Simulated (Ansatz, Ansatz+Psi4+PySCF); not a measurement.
```
atom    x (Å)    y (Å)    z (Å)
   C   0.0000  -0.4541  -0.1192
   C   0.0000  -0.4673   1.2146
   C   0.0000   0.7691  -0.9750
   H   0.0000  -1.4146  -0.6513
   H   0.0000  -1.4047   1.7771
   H   0.0000   0.4612   1.7958
   H   0.0000   1.6890  -0.3718
   H   0.8829   0.7916  -1.6359
   H  -0.8829   0.7916  -1.6359
```

Basis set: cc-pVTZ (spherical functions). Frozen core: 3 orbitals. Charge 0, multiplicity 1.

Computed with Ansatz (development build ahead of 0.2.0); each method stands on the lowest determinant of its kind that the runs found. Restricted open shells among the atoms or ions are ROHF, correlated in semicanonical orbitals with singles.

Question: Give the atomization energy at this shape (free ground-state atoms in the same class of orbitals less the molecule, no zero-point energy) of singlet C₃H₆ by RHF-MP2, RHF.

Answer:

```json
{"method": "RHF-MP2", "atomization energy": "36.77 eV"}
{"method": "RHF", "atomization energy": "28.74 eV"}
```
